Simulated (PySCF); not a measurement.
## Isomerisation enthalpies of C2H6S

**The experiment to reproduce.**

From CRC Handbook of Chemistry and Physics, for the gas at 298.15 K: enthalpy of formation of `CCS` -46.1 kJ/mol; enthalpy of formation of `CSC` (dimethyl sulfide) -37.4 kJ/mol.

The results are set against them at the end.

Differences of these values give the isomerisation enthalpies. Geometries: GFN2-xTB; runs in PySCF, gas phase, with a dispersion term only where the level names one. Total electronic energies (Eh):

```json
{"SMILES": "CCS", "PBE0/pcSseg-1": "-477.74384"}
{"SMILES": "CSC", "PBE0/pcSseg-1": "-477.73994"}
```

Geometry of `CCS` (Å):
```
atom  x, y, z in Å
C1    -0.793    0.531    0.101
C2     0.098   -0.678   -0.109
S3     1.716   -0.500    0.726
H4    -1.764    0.359   -0.359
H5    -0.349    1.419   -0.346
H6    -0.939    0.715    1.163
H7    -0.341   -1.572    0.332
H8     0.288   -0.860   -1.167
H9     2.097    0.589    0.062
```

Geometry of `CSC` (Å):
```
atom  x, y, z in Å
C1    -1.3699   -0.1001   -0.0372
S2     0.0823   -1.1200   -0.4162
C3     1.3746    0.0760    0.0226
H4    -1.3615    0.7886   -0.6623
H5    -2.2457   -0.7010   -0.2574
H6    -1.3590    0.1717    1.0149
H7     2.3282   -0.4051   -0.1647
H8     1.2763    0.9615   -0.5994
H9     1.2882    0.3345    1.0745
```

Zero-point and thermal terms are left out, so the computed numbers are electronic energies.

**Comparison with experiment**

Relative to `CCS`, the lowest by measurement, in kJ/mol (measured: enthalpies at 298.15 K; computed: electronic energies):

```
SMILES  measured  PBE0/pcSseg-1
   CCS       0.0            0.0
   CSC       8.7           10.2
```

Measured values: -46.1 kJ/mol (298.15 K; CRC Handbook of Chemistry and Physics) for the first row; the others come from the same table. Unsigned miss: PBE0/pcSseg-1 1.5 kJ/mol. One conformer stands for `CCS`, not necessarily the lowest, while the measurement averages over conformers. Where a level misses, the cause wasn't examined.
